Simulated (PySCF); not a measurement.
F₃H₂P.
SMILES with atom numbers: `[H][P:2]([H])([F:1])([F:3])[F:4]` (hydrogens: H5, H6 on P2)

Geometry (PBE0-D3(BJ)/def2-SVP, Å), atoms numbered from 1 in this order:
```xyz
6
F3H2P angstrom
F      1.0957   -0.8251   -0.7172
P     -0.0262    0.0181    0.0127
F      0.8856    1.3695   -0.0719
F     -0.9844   -1.2979    0.1286
H      0.0401    0.0789    1.4136
H     -0.9865    0.6304   -0.8079
```

Computed, not measured: core-valence-separated Tamm–Dancoff BHandHLYP/aug-pcX-1 (pcseg-1 on H, def2-SVPD on P) in PySCF, non-relativistic, gas phase, PBE0-D3(BJ)/def2-SVP geometry. The energies are unshifted.

The lowest roots of each edge with f over 0.003 (five at most, numbered afresh; weaker and dark ones are left out), with transition dipoles (au) in the frame of the coordinates:

```csv
root,edge,E (eV),f,μx,μy,μz
1,F,684.88,0.0084,-0.0052,0.0204,0.0075
2,F,684.89,0.0131,-0.0239,0.0069,0.0127
3,F,684.97,0.0256,0.0277,-0.0209,-0.0181
4,F,685.64,0.0291,0.0251,0.0331,-0.0033
5,F,685.64,0.0082,-0.0103,-0.0196,-0.0001
```

Q: Molecules are fixed in this frame and the field points along (0, 1, 1)/√2. What effective strengths 3 f cos²θ do the roots have (θ between field and μ)?

A: root 1 (F3/F4): 0.020, root 2 (F3/F4): 0.010, root 3 (F1): 0.038, root 4 (F3/F4): 0.022, root 5 (F3/F4): 0.010. Root 3 is the strongest. Averaged over all orientations cos²θ is 1/3, which gives f back.

